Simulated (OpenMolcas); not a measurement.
# One shape, several levels: ClF (chlorine monofluoride)

We compute a comparison of 6 runs (HF/STO-3G, B3LYP/6-31G*, B2PLYP/cc-pVTZ, B3LYP/cc-pVTZ, BHLYP/cc-pVTZ, PBE/cc-pVTZ) of ClF (chlorine monofluoride). 

The results are computed with OpenMolcas 26.06.

## (1) The structure to begin with

ClF has 2 atoms, charge 0, and is taken as a singlet. SMILES: `FCl`. Geometry: relaxed at PBE0-D4/def2-TZVP.

Bond lengths: F1–Cl2 1.620 Å.

## (2) Energy and gradient at HF/STO-3G (run 1)

The input, mol.input:

```
* ClF Hartree-Fock

&GATEWAY
 BASLIB=$CurrDir
 COORD
 2
 angstrom
 F        0.000000       0.000000       0.031290
 Cl       0.000000       0.000000       1.650960
 BASIS=STO-3G
 GROUP=NoSym

&SEWARD

&SCF
 THRESHOLDS=1e-10 1e-07 1e-07 1e-05
 PRORBITALS=1 2

&ALASKA
```

The basis set STO-3G is read from a file made from the Basis Set Exchange's data (not shown).

Started as:

```bash
$ export MOLCAS_MEM=1860
$ pymolcas mol.input > mol.log
```

What it wrote:

```text
--- Start Module: gateway ---
[...]
--- Stop Module: gateway /rc=_RC_ALL_IS_WELL_ ---
[...]
      Basis functions           14
[...]
--- Start Module: scf ---
[...]
       Convergence after   7 Iterations
[...]
::    Total SCF energy                               -552.5289796800
[...]
      Total spin, S                                     0.0000000000
[...]
      Total electronic charge=   26.000000
      Total            charge=   -0.000000
[...]
      Dipole Moment (debye):
      Origin of the operator (angstrom)=    0.0000    0.0000    1.0808
                   X= -3.1179E-16               Y= -6.1013E-16               Z= -4.8615E-01           Total=  4.8615E-01
      Quadrupole Moment (debye*angstrom):
[...]
--- Stop Module: scf /rc=_RC_ALL_IS_WELL_ ---
--- Start Module: alaska ---
[...]
 *              Molecular gradients               *
 **************************************************
  Irreducible representation: a
 ------------------------------------------------------------------------------------------
                              X                       Y                       Z
 ------------------------------------------------------------------------------------------
  F1                7.14109761454729E-17    1.63860807765421E-17    6.31104987014908E-02
  CL2              -7.14109761454725E-17   -1.63860807765420E-17   -6.31104987014908E-02
 ------------------------------------------------------------------------------------------
--- Stop Module: alaska /rc=_RC_ALL_IS_WELL_ ---
[...]
```

It took 1.5 s on 1 thread of Arm Neoverse V2, shared host; peak memory 0.37 GiB.

## (3) Energy and gradient at B3LYP/6-31G(d) (Cartesian functions) (run 2)

The input, run.inp:

```
&gateway
  baslib=$CurrDir
  coord
  2
  angstrom
  F        0.000000       0.000000       0.031290
  Cl       0.000000       0.000000       1.650960
  basis=6-31Gs
  group=NoSym

&seward
  gridinput
  Grid=UltraFine
  End of Grid

&scf
  ksdft=B3LYP
  thresholds=1e-10 1e-07 1e-07 1e-05
  prorbitals=1 1

&alaska
```

The basis set 6-31G* is read from a file made from the Basis Set Exchange's data (not shown).

Started as:

```bash
$ export MOLCAS_MEM=1860
$ pymolcas run.inp > run.log
```

What it wrote:

```text
--- Start Module: gateway ---
[...]
--- Stop Module: gateway /rc=_RC_ALL_IS_WELL_ ---
[...]
      Basis functions           34
[...]
--- Start Module: scf ---
[...]
       Convergence after  11 Iterations
[...]
::    Total KS-DFT energy                            -559.9416193666
[...]
      Total spin, S                                     0.0000000000
[...]
      Total electronic charge=   26.000000
      Total            charge=   -0.000000
[...]
      Dipole Moment (debye):
      Origin of the operator (angstrom)=    0.0000    0.0000    1.0808
                   X=  1.6102E-15               Y= -2.8460E-15               Z=  8.9028E-01           Total=  8.9028E-01
      Quadrupole Moment (debye*angstrom):
[...]
--- Stop Module: scf /rc=_RC_ALL_IS_WELL_ ---
[...]
--- Start Module: alaska ---
[...]
 *              Molecular gradients               *
 **************************************************
  Irreducible representation: a
 ------------------------------------------------------------------------------------------
                              X                       Y                       Z
 ------------------------------------------------------------------------------------------
  F1               -6.25399972135958E-17    2.87396974923911E-16    2.68035516754423E-02
  CL2               5.74289968943481E-17   -2.90447452414067E-16   -2.68035516754352E-02
 ------------------------------------------------------------------------------------------
--- Stop Module: alaska /rc=_RC_ALL_IS_WELL_ ---
[...]
```

It took 3.9 s on 1 thread of Arm Neoverse V2, shared host; peak memory 0.37 GiB.

Runs 3 to 5 aren't shown in full; the table further down has their settings and results.

## (4) Energy and gradient at PBE/cc-pVTZ (run 6)

The input, mol.xyz:

```xyz
2

F      0.000000     0.000000     0.031290
Cl     0.000000     0.000000     1.650960
```

The input, job.inp:

```
&gateway
  baslib=$CurrDir
  coord=mol.xyz
  basis=cc-pVTZ
  group=NoSym

&seward
  gridinput
  Grid=UltraFine
  End of Grid

&scf
  ksdft=PBE
  thresholds=1e-10 1e-07 1e-07 1e-05
  prorbitals=1 2

&alaska
```

The basis set cc-pVTZ is read from a file made from the Basis Set Exchange's data (not shown).

Started as:

```bash
$ export MOLCAS_MEM=1860
$ pymolcas job.inp > job.log
```

What it wrote:

```text
--- Start Module: gateway ---
[...]
--- Stop Module: gateway /rc=_RC_ALL_IS_WELL_ ---
[...]
      Basis functions           64
[...]
--- Start Module: scf ---
[...]
       Convergence after  12 Iterations
[...]
::    Total KS-DFT energy                            -559.7387704676
[...]
      Total spin, S                                     0.0000000000
[...]
      Total electronic charge=   26.000000
      Total            charge=   -0.000000
[...]
      Dipole Moment (debye):
      Origin of the operator (angstrom)=    0.0000    0.0000    1.0808
                   X= -1.1963E-15               Y=  3.6653E-15               Z=  7.7045E-01           Total=  7.7045E-01
      Quadrupole Moment (debye*angstrom):
[...]
--- Stop Module: scf /rc=_RC_ALL_IS_WELL_ ---
[...]
--- Start Module: alaska ---
[...]
 *              Molecular gradients               *
 **************************************************
  Irreducible representation: a
 ------------------------------------------------------------------------------------------
                              X                       Y                       Z
 ------------------------------------------------------------------------------------------
  F1               -3.39345185355731E-15    8.27841000304541E-16    2.18445692411642E-02
  CL2               3.39269438441806E-15   -8.24427616345784E-16   -2.18445692411855E-02
 ------------------------------------------------------------------------------------------
--- Stop Module: alaska /rc=_RC_ALL_IS_WELL_ ---
[...]
```

It took 6.6 s on 1 thread of Arm Neoverse V2, shared host; peak memory 0.4 GiB.

## (5) Overview of the runs

```tsv
run	level	Cartesian functions	integration grid	energy (Eh)	dipole moment (D)	HOMO energy (eV)	LUMO energy (eV)	wall time
1	HF/STO-3G	no	–	-552.528980	0.49	-11.22	7.22	1.5 s
2	B3LYP/6-31G* (Cartesian functions)	yes	UltraFine	-559.941619	0.89	-8.80	-2.82	3.9 s
3	B2PLYP/cc-pVTZ	no	UltraFine	-559.833846	1.03	-10.87	-1.08	5.4 s
4	B3LYP/cc-pVTZ	no	UltraFine	-560.031069	0.91	-9.07	-3.15	6.9 s
5	BHLYP/cc-pVTZ	no	UltraFine	-559.974551	1.03	-10.91	-1.48	6.3 s
6	PBE/cc-pVTZ	no	UltraFine	-559.738770	0.77	-7.66	-4.11	6.6 s
```

## (6) Summary of results

| quantity | value |
| --- | --- |
| run 6: total energy | -559.73877 Eh |
| run 6: dipole moment | 0.77 D |
| run 6: HOMO energy | -7.66 eV |
| run 6: LUMO energy | -4.11 eV |
| run 6: HOMO–LUMO gap | 3.55 eV |
| run 6: largest force on an atom | 1.123 eV/Å |

**Reading.** The dipole moment (its size) runs from 0.49 D (HF/STO-3G) to 1.03 D (BHLYP/cc-pVTZ). The two ends differ in method and basis. The two dipoles point in opposite directions. The HOMO–LUMO gap runs from 3.55 eV (PBE/cc-pVTZ) to 18.45 eV (HF/STO-3G). For B2PLYP the log adds the whole second-order term; the table takes 0.27 of it, as the functional is defined. Totals of different functionals can't be ranked against each other. In run 1 the basis is minimal, so the values are rough. All runs together took 31 s, the longest 6.9 s.
